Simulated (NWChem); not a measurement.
Program: NWChem. System: hydrogen isocyanide (CHN), charge 0, spin multiplicity 1, at a geometry optimised with PBE/def2-SVP. Level: CCSD(T)/def2-SVP, 2 core orbitals frozen.

Input file:

```
start mol
memory heap 100 mb stack 700 mb global 1900 mb
geometry units angstroms nocenter noautoz
  C      0.000000     0.000000     0.748997
  N      0.000000     0.000000    -0.435186
  H      0.000000     0.000000    -1.447679
  symmetry group C2v
end
basis spherical
  * library def2-svp
end
scf
  rhf
  nopen 0
  maxiter 100
  thresh 1e-7
  semidirect memsize 60000000 filesize 0
end
ccsd
  freeze core 2
  maxiter 60
end
task ccsd(t) energy
```

Output (cleaned and shortened):

```
             Northwest Computational Chemistry Package (NWChem) 7.3.0
             --------------------------------------------------------

                                NWChem Input Module
                                -------------------

 Scaling coordinates for geometry "geometry" by  1.889725989
 (inverse scale =  0.529177249)

 Turning off AUTOSYM since
 SYMMETRY directive was detected!

                             Geometry "geometry" -> ""
                             -------------------------

 Output coordinates in angstroms (scale by  1.889725989 to convert to a.u.)

  No.       Tag          Charge          X              Y              Z
 ---- ---------------- ---------- -------------- -------------- --------------
    1 C                    6.0000     0.00000000     0.00000000     0.74899700
    2 N                    7.0000     0.00000000     0.00000000    -0.43518600
    3 H                    1.0000     0.00000000     0.00000000    -1.44767900

 Effective nuclear repulsion energy (a.u.)      23.8725185715

            Nuclear Dipole moment (a.u.)
            ----------------------------
        X                 Y               Z
 ---------------- ---------------- ----------------
     0.0000000000     0.0000000000     0.0000018897

      Symmetry information
      --------------------

 Group name             C2v
 Group number             16
 Group order               4
 No. of unique centers     3

      Symmetry unique atoms

     1    2    3


 Summary of "ao basis" -> "" (spherical)
 ------------------------------------------------------------------------------
       Tag                 Description            Shells   Functions and Types
 ---------------- ------------------------------  ------  ---------------------
 *                          def2-svp                  on all atoms

 Summary of "ao basis" -> "ao basis" (spherical)
 ------------------------------------------------------------------------------
       Tag                 Description            Shells   Functions and Types
 ---------------- ------------------------------  ------  ---------------------
[...]
task       102 out of       120 done  85%  at       0.1 secs
task       108 out of       120 done  90%  at       0.1 secs
task       114 out of       120 done  95%  at       0.2 secs
task       120 out of       120 done 100%  at       0.2 secs
 commencing triples evaluation - blocking       1
 ccsd(t): done        1 out of       26 progress:    3.8%
 ccsd(t): done        2 out of       26 progress:    7.7%
 ccsd(t): done        3 out of       26 progress:   11.5%
 ccsd(t): done        4 out of       26 progress:   15.4%
 ccsd(t): done        5 out of       26 progress:   19.2%
 ccsd(t): done        6 out of       26 progress:   23.1%
 ccsd(t): done        7 out of       26 progress:   26.9%
 ccsd(t): done        8 out of       26 progress:   30.8%
 ccsd(t): done        9 out of       26 progress:   34.6%
 ccsd(t): done       10 out of       26 progress:   38.5%
 ccsd(t): done       11 out of       26 progress:   42.3%
 ccsd(t): done       12 out of       26 progress:   46.2%
 ccsd(t): done       13 out of       26 progress:   50.0%
 ccsd(t): done       14 out of       26 progress:   53.8%
 ccsd(t): done       15 out of       26 progress:   57.7%
 ccsd(t): done       16 out of       26 progress:   61.5%
 ccsd(t): done       17 out of       26 progress:   65.4%
 ccsd(t): done       18 out of       26 progress:   69.2%
 ccsd(t): done       19 out of       26 progress:   73.1%
 ccsd(t): done       20 out of       26 progress:   76.9%
 ccsd(t): done       21 out of       26 progress:   80.8%
 ccsd(t): done       22 out of       26 progress:   84.6%
 ccsd(t): done       23 out of       26 progress:   88.5%
 ccsd(t): done       24 out of       26 progress:   92.3%
 ccsd(t): done       25 out of       26 progress:   96.2%
 ccsd(t): done       26 out of       26 progress:  100.0%
 Time for integral evaluation pass     1        0.16
 Time for triples evaluation pass      1        0.06

 pseudo-e(mp4)  -0.13177401089975E-01
 pseudo-e(mp5)   0.11225228333933E-02
        e(t)    -0.12054878256581E-01

 --------------
 CCSD(T) Energy
 --------------
 Reference energy:                     -92.782890204993777

 CCSD corr. energy:                     -0.287394572998655
 T(CCSD) corr. energy:                  -0.013177401089975
 Total CCSD+T(CCSD) energy:            -93.083462179082403

 CCSD corr. energy:                     -0.287394572998655
 (T) corr. energy:                      -0.012054878256581
 Total CCSD(T) energy:                 -93.082339656249019

 routine      calls  cpu(0)   cpu-min  cpu-ave  cpu-max   i/o
 aoccsd          1     0.00     0.00     0.00     0.00    0.00
 iterdrv         1     0.00     0.00     0.00     0.00    0.00
 pampt          11     0.01     0.01     0.01     0.01    0.00
 t2pm           11     0.02     0.02     0.02     0.02    0.00
 sxy            11     0.04     0.04     0.04     0.04    0.00
 ints       158400     1.75     1.75     1.75     1.75    0.00
 t2eri        1320     0.14     0.14     0.14     0.14    0.00
 idx2         1320     0.05     0.05     0.05     0.05    0.00
 idx34          11     0.00     0.00     0.00     0.00    0.00
 ht2pm          11     0.02     0.02     0.02     0.02    0.00
 itm            11     0.05     0.05     0.05     0.05    0.00
 pdiis          11     0.00     0.00     0.00     0.00    0.00
 triples         1     0.00     0.00     0.00     0.00    0.00
 rdtrpo          1     0.00     0.00     0.00     0.00    0.00
 trpmos          1     0.16     0.16     0.16     0.16    0.00
 trpdrv          1     0.01     0.01     0.01     0.01    0.00
 dovvv        3900     0.02     0.02     0.02     0.02    0.00
 doooo        3900     0.01     0.01     0.01     0.01    0.00
 tengy        3250     0.02     0.02     0.02     0.02    0.00
 Total                 2.30     2.30     2.30     2.30    0.00

 Task  times  cpu:        2.8s     wall:        2.8s

 Total times  cpu:        2.9s     wall:        2.9s
```
